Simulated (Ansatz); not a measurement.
## Molecular dynamics of C$_{2}$H$_{3}$B

Input file:

```yaml
crystal:
  periodic: [false, false, false]
  atoms:
    - { symbol: B, position_ang: [-0.876318, 0.152761, -0.151503] }
    - { symbol: C, position_ang: [0.229281, -0.476637, -0.853154] }
    - { symbol: C, position_ang: [0.46404, -0.177594, 0.470465] }
    - { symbol: H, position_ang: [-1.945874, 0.685189, -0.050487] }
    - { symbol: H, position_ang: [0.948345, -0.550342, -1.735557] }
    - { symbol: H, position_ang: [1.404323, -0.236842, 1.195535] }
basis:
  gaussian: { orbitals: def2-SVP }
hamiltonian:
  xc: pbe
  dispersion: d4
md:
  timestep: 0.5
  n_steps: 250
  ensemble: nve
  temperature: 500.0
  initial_velocities: maxwell_boltzmann
  seed: 179932
  masses: [{ species: H, mass: 10.0 }]
scf:
  lower_state_search: "off"
```

Launched with:

```bash
$ ansatz run input.yaml --threads 1 --pin off --max-ram 2048MiB --backend cpu --events-out ev --progress --plain --runs-dir out
```

It goes on from the last frame of an earlier run, with new velocities.

Output, in part (one step line in 5, the closing report, with atoms numbered from 0):

```
md step     0: t =     0.00 fs  T =   500.0 K  F+E_penalty+E_count = -2790.76219423 eV  E_kin = 0.258520 eV  conserved = -2790.50367423 eV  (15 SCF iters)
md step     5: t =     2.50 fs  T =   535.5 K  F+E_penalty+E_count = -2790.78060696 eV  E_kin = 0.276867 eV  conserved = -2790.50374044 eV  (21 SCF iters)
md step    10: t =     5.00 fs  T =   543.5 K  F+E_penalty+E_count = -2790.78459111 eV  E_kin = 0.281010 eV  conserved = -2790.50358093 eV  (21 SCF iters)
md step    15: t =     7.50 fs  T =   624.3 K  F+E_penalty+E_count = -2790.82636162 eV  E_kin = 0.322813 eV  conserved = -2790.50354908 eV  (21 SCF iters)
md step    20: t =    10.00 fs  T =   780.5 K  F+E_penalty+E_count = -2790.90751592 eV  E_kin = 0.403570 eV  conserved = -2790.50394592 eV  (21 SCF iters)
md step    25: t =    12.50 fs  T =   755.3 K  F+E_penalty+E_count = -2790.89467281 eV  E_kin = 0.390524 eV  conserved = -2790.50414875 eV  (22 SCF iters)
md step    30: t =    15.00 fs  T =   463.9 K  F+E_penalty+E_count = -2790.74334918 eV  E_kin = 0.239844 eV  conserved = -2790.50350524 eV  (22 SCF iters)
md step    35: t =    17.50 fs  T =   310.4 K  F+E_penalty+E_count = -2790.66384913 eV  E_kin = 0.160474 eV  conserved = -2790.50337547 eV  (22 SCF iters)
md step    40: t =    20.00 fs  T =   380.3 K  F+E_penalty+E_count = -2790.70055827 eV  E_kin = 0.196637 eV  conserved = -2790.50392126 eV  (22 SCF iters)
md step    45: t =    22.50 fs  T =   367.5 K  F+E_penalty+E_count = -2790.69367096 eV  E_kin = 0.190015 eV  conserved = -2790.50365566 eV  (22 SCF iters)
md step    50: t =    25.00 fs  T =   391.9 K  F+E_penalty+E_count = -2790.70612276 eV  E_kin = 0.202639 eV  conserved = -2790.50348331 eV  (22 SCF iters)
md step    55: t =    27.50 fs  T =   548.2 K  F+E_penalty+E_count = -2790.78732825 eV  E_kin = 0.283442 eV  conserved = -2790.50388586 eV  (22 SCF iters)
md step    60: t =    30.00 fs  T =   594.2 K  F+E_penalty+E_count = -2790.81114031 eV  E_kin = 0.307233 eV  conserved = -2790.50390686 eV  (22 SCF iters)
md step    65: t =    32.50 fs  T =   510.2 K  F+E_penalty+E_count = -2790.76727397 eV  E_kin = 0.263785 eV  conserved = -2790.50348875 eV  (22 SCF iters)
md step    70: t =    35.00 fs  T =   550.1 K  F+E_penalty+E_count = -2790.78794974 eV  E_kin = 0.284447 eV  conserved = -2790.50350259 eV  (21 SCF iters)
md step    75: t =    37.50 fs  T =   709.9 K  F+E_penalty+E_count = -2790.87090137 eV  E_kin = 0.367028 eV  conserved = -2790.50387355 eV  (22 SCF iters)
md step    80: t =    40.00 fs  T =   766.0 K  F+E_penalty+E_count = -2790.89982255 eV  E_kin = 0.396028 eV  conserved = -2790.50379412 eV  (21 SCF iters)
md step    85: t =    42.50 fs  T =   757.9 K  F+E_penalty+E_count = -2790.89537670 eV  E_kin = 0.391839 eV  conserved = -2790.50353727 eV  (21 SCF iters)
md step    90: t =    45.00 fs  T =   830.9 K  F+E_penalty+E_count = -2790.93336430 eV  E_kin = 0.429593 eV  conserved = -2790.50377130 eV  (21 SCF iters)
md step    95: t =    47.50 fs  T =   838.8 K  F+E_penalty+E_count = -2790.93774403 eV  E_kin = 0.433718 eV  conserved = -2790.50402568 eV  (21 SCF iters)
md step   100: t =    50.00 fs  T =   635.4 K  F+E_penalty+E_count = -2790.83216473 eV  E_kin = 0.328507 eV  conserved = -2790.50365788 eV  (21 SCF iters)
md step   105: t =    52.50 fs  T =   458.1 K  F+E_penalty+E_count = -2790.74021257 eV  E_kin = 0.236873 eV  conserved = -2790.50334004 eV  (21 SCF iters)
md step   110: t =    55.00 fs  T =   505.6 K  F+E_penalty+E_count = -2790.76508223 eV  E_kin = 0.261391 eV  conserved = -2790.50369125 eV  (21 SCF iters)
md step   115: t =    57.50 fs  T =   572.3 K  F+E_penalty+E_count = -2790.79974732 eV  E_kin = 0.295900 eV  conserved = -2790.50384723 eV  (21 SCF iters)
md step   120: t =    60.00 fs  T =   552.6 K  F+E_penalty+E_count = -2790.78924012 eV  E_kin = 0.285710 eV  conserved = -2790.50352964 eV  (21 SCF iters)
md step   125: t =    62.50 fs  T =   631.1 K  F+E_penalty+E_count = -2790.82982059 eV  E_kin = 0.326316 eV  conserved = -2790.50350483 eV  (21 SCF iters)
md step   130: t =    65.00 fs  T =   815.5 K  F+E_penalty+E_count = -2790.92555740 eV  E_kin = 0.421662 eV  conserved = -2790.50389558 eV  (21 SCF iters)
md step   135: t =    67.50 fs  T =   860.9 K  F+E_penalty+E_count = -2790.94908646 eV  E_kin = 0.445144 eV  conserved = -2790.50394287 eV  (21 SCF iters)
md step   140: t =    70.00 fs  T =   726.8 K  F+E_penalty+E_count = -2790.87944513 eV  E_kin = 0.375773 eV  conserved = -2790.50367239 eV  (20 SCF iters)
md step   145: t =    72.50 fs  T =   582.5 K  F+E_penalty+E_count = -2790.80477734 eV  E_kin = 0.301153 eV  conserved = -2790.50362391 eV  (21 SCF iters)
md step   150: t =    75.00 fs  T =   479.1 K  F+E_penalty+E_count = -2790.75139502 eV  E_kin = 0.247714 eV  conserved = -2790.50368112 eV  (21 SCF iters)
md step   155: t =    77.50 fs  T =   383.8 K  F+E_penalty+E_count = -2790.70208954 eV  E_kin = 0.198434 eV  conserved = -2790.50365510 eV  (21 SCF iters)
md step   160: t =    80.00 fs  T =   312.7 K  F+E_penalty+E_count = -2790.66528181 eV  E_kin = 0.161685 eV  conserved = -2790.50359655 eV  (21 SCF iters)
md step   165: t =    82.50 fs  T =   309.6 K  F+E_penalty+E_count = -2790.66367288 eV  E_kin = 0.160061 eV  conserved = -2790.50361159 eV  (21 SCF iters)
md step   170: t =    85.00 fs  T =   358.0 K  F+E_penalty+E_count = -2790.68888179 eV  E_kin = 0.185096 eV  conserved = -2790.50378584 eV  (22 SCF iters)
md step   175: t =    87.50 fs  T =   369.7 K  F+E_penalty+E_count = -2790.69478868 eV  E_kin = 0.191135 eV  conserved = -2790.50365407 eV  (22 SCF iters)
md step   180: t =    90.00 fs  T =   448.3 K  F+E_penalty+E_count = -2790.73525641 eV  E_kin = 0.231795 eV  conserved = -2790.50346153 eV  (22 SCF iters)
md step   185: t =    92.50 fs  T =   674.4 K  F+E_penalty+E_count = -2790.85273613 eV  E_kin = 0.348712 eV  conserved = -2790.50402383 eV  (21 SCF iters)
md step   190: t =    95.00 fs  T =   734.5 K  F+E_penalty+E_count = -2790.88365325 eV  E_kin = 0.379743 eV  conserved = -2790.50391062 eV  (21 SCF iters)
md step   195: t =    97.50 fs  T =   681.7 K  F+E_penalty+E_count = -2790.85591496 eV  E_kin = 0.352455 eV  conserved = -2790.50346023 eV  (20 SCF iters)
md step   200: t =   100.00 fs  T =   763.8 K  F+E_penalty+E_count = -2790.89879932 eV  E_kin = 0.394938 eV  conserved = -2790.50386145 eV  (21 SCF iters)
md step   205: t =   102.50 fs  T =   757.0 K  F+E_penalty+E_count = -2790.89543025 eV  E_kin = 0.391404 eV  conserved = -2790.50402614 eV  (21 SCF iters)
md step   210: t =   105.00 fs  T =   547.4 K  F+E_penalty+E_count = -2790.78659821 eV  E_kin = 0.283030 eV  conserved = -2790.50356833 eV  (22 SCF iters)
md step   215: t =   107.50 fs  T =   416.5 K  F+E_penalty+E_count = -2790.71869743 eV  E_kin = 0.215366 eV  conserved = -2790.50333152 eV  (22 SCF iters)
md step   220: t =   110.00 fs  T =   523.2 K  F+E_penalty+E_count = -2790.77414119 eV  E_kin = 0.270525 eV  conserved = -2790.50361650 eV  (22 SCF iters)
md step   225: t =   112.50 fs  T =   689.1 K  F+E_penalty+E_count = -2790.86014091 eV  E_kin = 0.356311 eV  conserved = -2790.50382961 eV  (22 SCF iters)
md step   230: t =   115.00 fs  T =   758.4 K  F+E_penalty+E_count = -2790.89590001 eV  E_kin = 0.392148 eV  conserved = -2790.50375242 eV  (21 SCF iters)
md step   235: t =   117.50 fs  T =   772.1 K  F+E_penalty+E_count = -2790.90285429 eV  E_kin = 0.399222 eV  conserved = -2790.50363184 eV  (21 SCF iters)
md step   240: t =   120.00 fs  T =   805.0 K  F+E_penalty+E_count = -2790.91991219 eV  E_kin = 0.416213 eV  conserved = -2790.50369876 eV  (21 SCF iters)
md step   245: t =   122.50 fs  T =   816.1 K  F+E_penalty+E_count = -2790.92570613 eV  E_kin = 0.421946 eV  conserved = -2790.50375975 eV  (22 SCF iters)
md step   250: t =   125.00 fs  T =   776.9 K  F+E_penalty+E_count = -2790.90535276 eV  E_kin = 0.401711 eV  conserved = -2790.50364187 eV  (21 SCF iters)
Total energy: -2790.90537975 eV, -102.5638809624 hartree
Atom 0 at    -0.846005     0.151154    -0.104524 Å, force    -1.676473     0.769431     0.525135 eV/Å
Atom 1 at     0.268651    -0.418780    -0.860780 Å, force     0.638248    -0.300661    -2.326483 eV/Å
Atom 2 at     0.507363    -0.204483     0.418935 Å, force    -0.413224     0.871332     2.428779 eV/Å
Atom 3 at    -2.005643     0.686527    -0.036410 Å, force     1.358137    -0.729564    -0.028155 eV/Å
Atom 4 at     0.950857    -0.649968    -1.674614 Å, force    -0.065127    -0.393666    -0.714020 eV/Å
Atom 5 at     1.329490    -0.174012     1.140783 Å, force     0.158439    -0.216870     0.114743 eV/Å
Dipole moment:     0.269126    -0.056775    -0.011134 e Å
```

The run went to its last step. The conserved energy stayed within 0.084 meV per atom of its start (net change 0.0053 meV per atom), so the integration is sound. A run of 0.12 ps of so small a system gives no equilibrium averages.

The same pairs are bonded in the first frame and the last. Pairs count as bonded within 1.25 times the sum of covalent radii (0.12 Å more for H–H).

Last frame:

```xyz
6
Properties=species:S:1:pos:R:3
B -0.846 0.151 -0.104
C 0.269 -0.419 -0.861
C 0.507 -0.204 0.419
H -2.006 0.686 -0.036
H 0.951 -0.650 -1.675
H 1.329 -0.174 1.141
```

Run time: 2.7 min on 1 CPU thread of a shared host.
